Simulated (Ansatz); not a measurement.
Born–Oppenheimer molecular dynamics of FH3Si (5 atoms, charge 0, multiplicity 1). It starts from a relaxed structure.

All numbers below come from RHF/def2-SVP in Ansatz 0.2.0.

```
ensemble        : NVT, Nosé–Hoover chain
time step       : 0.5 fs
steps asked     : 250
set temperature : 500 K
thermostat      : time constant 50 fs, chain length 5
seed            : 936452
```

First frame:

```xyz
5
Properties=species:S:1:pos:R:3
Si 0.000 0.000 -0.019
F 0.000 0.000 1.592
H 1.400 0.000 -0.481
H -0.700 1.212 -0.481
H -0.700 -1.212 -0.481
```

(1) How far do the bonds stretch over the last three quarters of this one trajectory? (Pairs bonded in most of those frames.)

## Answers

(1) 
| bond | mean (Å) | spread (Å) | shortest | longest |
| --- | --- | --- | --- | --- |
| Si1–F2 | 1.613 | 0.009 | 1.60 | 1.63 |
| Si1–H3 | 1.490 | 0.087 | 1.35 | 1.62 |
| Si1–H4 | 1.476 | 0.015 | 1.45 | 1.50 |
| Si1–H5 | 1.483 | 0.060 | 1.39 | 1.58 |

Mean temperature of the second half: 495 K. The conserved energy stayed within 0.71 meV per atom of its start (net change 0.57 meV per atom), so the integration is sound. A run of 0.12 ps of so small a system gives no equilibrium averages.

Time of the run: 50 s on 1 thread of Arm Neoverse V2 (shared host), peak memory 0.076 GiB.
